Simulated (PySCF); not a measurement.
CH₃P.
Atom-mapped SMILES: `[CH2:1]=[PH:2]` (hydrogens: H3, H4 on C1; H5 on P2)

Structure used (PBE0-D3(BJ)/def2-SVP), in Å, numbered top down from 1:
```
atom  x, y, z in Å
C1    -0.3840    0.0567   -0.2334
P2     1.0390   -0.7580    0.0614
H3    -0.4652    1.0463   -0.6946
H4    -1.3342   -0.4131    0.0457
H5     1.9378    0.2334   -0.4601
```

All values: PBE0/pcSseg-1 and CAM-B3LYP/def2-SVPD (PySCF, non-relativistic), on one gas-phase PBE0-D3(BJ)/def2-SVP geometry that isn't relaxed in the solvent. The solvent is an IEF-PCM continuum (Bondi radii, 1.10 Å for H, scaled by 1.2). Specific hydrogen bonds and non-electrostatic terms are outside this model.

Gas phase at PBE0/pcSseg-1: HOMO -7.85 eV, LUMO -1.79 eV, dipole 1.03 D.

Task: What does the continuum do to the energy, the frontier levels and the dipole at PBE0/pcSseg-1 in chloroform and dichloromethane?

Result: 
```json
{"solvent": "chloroform", "ε": "4.711", "E(solvent) − E(gas) (kcal/mol)": "-1.04", "polarisation term (kcal/mol)": "-1.15", "distortion of the solute (kcal/mol)": "0.11", "HOMO (eV)": "-7.78", "LUMO (eV)": "-1.72", "dipole (D)": "1.28"}
{"solvent": "dichloromethane", "ε": "8.93", "E(solvent) − E(gas) (kcal/mol)": "-1.25", "polarisation term (kcal/mol)": "-1.42", "distortion of the solute (kcal/mol)": "0.17", "HOMO (eV)": "-7.78", "LUMO (eV)": "-1.71", "dipole (D)": "1.33"}
```

Polarisation term: ½ Σ q·V over the induced surface charges. Distortion: the rise of the solute's own energy as its density leaves the gas-phase optimum. From chloroform to dichloromethane the lowering changes by a factor 1.20, Onsager's factor (ε − 1)/(2ε + 1) by 1.18 and ε itself by 1.9.

Task: Which radius a makes the point-dipole formula ΔE = −[(ε − 1)/(2ε + 1)]·μ²/a³ give the value in dichloromethane, with the gas-phase dipole?

Result: μ = 0.406 au and |ΔE| = 0.00200 Eh give a = 1.73 Å; the farthest nucleus lies 1.80 Å from the centroid of the nuclei, so such a sphere wouldn't even hold the nuclei. The formula assumes a rigid point dipole at the centre of a sphere.

Task: Give the dipole vector in the frame of the coordinates (D, pointing from negative to positive charge), gas and dichloromethane.

Result: Gas (-0.40, 0.87, -0.39), solvent (-0.49, 1.13, -0.50). Its length changes by +29 % and its direction by 1°.

Task: Which IAO charges (PBE0/pcSseg-1) respond most in chloroform (means over atoms taken as equivalent)?

Result: 
| atoms | environment | gas (e) | solvent (e) | change |
| --- | --- | --- | --- | --- |
| P2 | phosphorus bonded to C and H | +0.231 | +0.207 | -0.024 |
| H5 | P–H hydrogen | -0.025 | -0.016 | +0.009 |
| H3 | hydrogen on carbon | +0.162 | +0.169 | +0.007 |
| H4 | hydrogen on carbon | +0.168 | +0.173 | +0.005 |
| C1 | carbon bonded to P and 2 H | -0.535 | -0.534 | +0.001 |

Gas phase at CAM-B3LYP/def2-SVPD: HOMO -9.04 eV, LUMO -0.61 eV, dipole 0.87 D.

Task: What does the continuum do to the energy, the frontier levels and the dipole at CAM-B3LYP/def2-SVPD in chloroform?

Result: 
| solvent | ε | E(solvent) − E(gas) (kcal/mol) | polarisation term (kcal/mol) | distortion of the solute (kcal/mol) | HOMO (eV) | LUMO (eV) | dipole (D) |
| --- | --- | --- | --- | --- | --- | --- | --- |
| chloroform | 4.711 | -0.89 | -0.99 | 0.10 | -8.97 | -0.53 | 1.10 |

Task: How does the static polarisability (CAM-B3LYP/def2-SVPD, frozen core, with the continuum's full static response) change?

Result: 
| medium | isotropic (au) | principal values (au) | ⟨r²⟩ of the electrons (bohr²) |
| --- | --- | --- | --- |
| gas | 39.5 | 30.2, 36.8, 51.7 | 124.0 |
| chloroform | 51.0 | 38.0, 46.9, 68.1 | 123.8 |

The isotropic value in chloroform is 1.29 times the gas-phase one; no cavity-field correction is applied. ⟨r²⟩ is taken about the centre of nuclear charge.
